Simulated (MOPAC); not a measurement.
MOPAC input (MNDO):

```
MNDO 1SCF UHF MS=0.5 GEO-OK AUX(PRECISION=9) THREADS=1
C2H5S

C     0.06772882 1    1.33677652 1   -0.58076859 1
S    -0.20351480 1    0.11041718 1    0.56938539 1
C     0.24338008 1   -1.37270681 1   -0.36653509 1
H     0.55259827 1    1.12781644 1   -1.52160068 1
H    -0.15162162 1    2.35061391 1   -0.28599237 1
H     0.11271911 1   -2.22427414 1    0.29855508 1
H    -0.40799579 1   -1.48486538 1   -1.23221886 1
H     1.28388336 1   -1.32038413 1   -0.68508729 1
```

From the last part of the output:

```
                                                       MOPAC v23.2.5 Linux

          FINAL HEAT OF FORMATION =         14.34305 KCAL/MOL =      60.01131 KJ/MOL

          COSMO AREA              =         99.58 SQUARE ANGSTROMS
          COSMO VOLUME            =         84.56 CUBIC ANGSTROMS

          IONIZATION POTENTIAL    =          8.823605 EV
          ALPHA SOMO LUMO (EV)    =         -8.824  1.619
          BETA  SOMO LUMO (EV)    =        -10.159  1.007
          NO. OF ALPHA ELECTRONS  =         10
          NO. OF BETA  ELECTRONS  =          9
          MOLECULAR WEIGHT        =         61.1215         POINT GROUP:  C1

          MOLECULAR DIMENSIONS (Angstroms)

            Atom       Atom       Distance
            H     6    H     5     4.61965
            H     4    S     2     2.11399
            H     7    H     8     1.77984

          SCF CALCULATIONS        =          1

   ATOM   CHEMICAL          X               Y               Z
  NUMBER   SYMBOL      (ANGSTROMS)     (ANGSTROMS)     (ANGSTROMS)

     1       C          0.06772882  *   1.33677652  *  -0.58076859  *
     2       S         -0.20351480  *   0.11041718  *   0.56938539  *
     3       C          0.24338008  *  -1.37270681  *  -0.36653509  *
     4       H          0.55259827  *   1.12781644  *  -1.52160068  *
     5       H         -0.15162162  *   2.35061391  *  -0.28599237  *
     6       H          0.11271911  *  -2.22427414  *   0.29855508  *
     7       H         -0.40799579  *  -1.48486538  *  -1.23221886  *
     8       H          1.28388336  *  -1.32038413  *  -0.68508729  *

                             CARTESIAN COORDINATES

   1    C        0.067728820     1.336776520    -0.580768590
   2    S       -0.203514800     0.110417180     0.569385390
   3    C        0.243380080    -1.372706810    -0.366535090
   4    H        0.552598270     1.127816440    -1.521600680
   5    H       -0.151621620     2.350613910    -0.285992370
   6    H        0.112719110    -2.224274140     0.298555080
   7    H       -0.407995790    -1.484865380    -1.232218860
   8    H        1.283883360    -1.320384130    -0.685087290

           Empirical Formula: C2 H5 S  =     8 atoms

      MOLECULAR POINT GROUP   :   C1

          ALPHA EIGENVALUES
 -32.39943 -29.48656 -19.82688 -15.45128 -15.08883 -14.98850 -13.46345 -11.89677
 -11.40731  -8.82360   1.61860   2.30580   3.75957   3.80461   4.36759   4.63938
   5.16067

           BETA EIGENVALUES
 -32.06717 -28.32362 -19.57483 -15.25024 -15.01507 -14.94605 -13.30394 -11.79272
 -10.15871   1.00738   1.66850   2.94987   3.76931   3.83554   4.74979   5.16707
   5.28968

              NET ATOMIC CHARGES AND DIPOLE CONTRIBUTIONS

  ATOM NO.   TYPE          CHARGE      No. of ELECS.   s-Pop       p-Pop
    1          C          -0.251715        4.2517     1.30306     2.94866
    2          S           0.107431        5.8926     1.83043     4.06213
    3          C          -0.037275        4.0373     1.24749     2.78979
    4          H           0.058832        0.9412     0.94117
    5          H           0.072847        0.9272     0.92715
    6          H           0.025664        0.9743     0.97434
    7          H           0.012897        0.9871     0.98710
    8          H           0.011319        0.9887     0.98868
 DIPOLE           X         Y         Z       TOTAL
 POINT-CHG.    -0.069    -0.610     0.455     0.764
 HYBRID         0.616     0.012    -1.627     1.740
 SUM            0.547    -0.599    -1.173     1.426

          ATOMIC ORBITAL ELECTRON POPULATIONS

     Atom    s        px        py        pz
    1  C   1.30306   1.05991   0.94384   0.94490
    2  S   1.83043   1.82933   0.97680   1.25600
    3  C   1.24749   0.93410   0.92443   0.93126
    4  H   0.94117
    5  H   0.92715
    6  H   0.97434
    7  H   0.98710
    8  H   0.98868

                    (SZ)    =    0.500000
                    (S**2)  =    0.758977

          ATOMIC ORBITAL SPIN POPULATIONS

    Atom   Total    s     px     py     pz
         Atomic
    1  C  1.0645  0.055  0.760  0.064  0.185
    2  S  0.0362  0.005  0.075 -0.022 -0.022
    3  C -0.0009 -0.000 -0.000 -0.000  0.000
    4  H -0.0499 -0.050
    5  H -0.0505 -0.051
    6  H -0.0012 -0.001
    7  H  0.0011  0.001
    8  H  0.0006  0.001

 **********************
 *                    *
 * JOB ENDED NORMALLY *
 *                    *
 **********************

 == MOPAC DONE ==
```
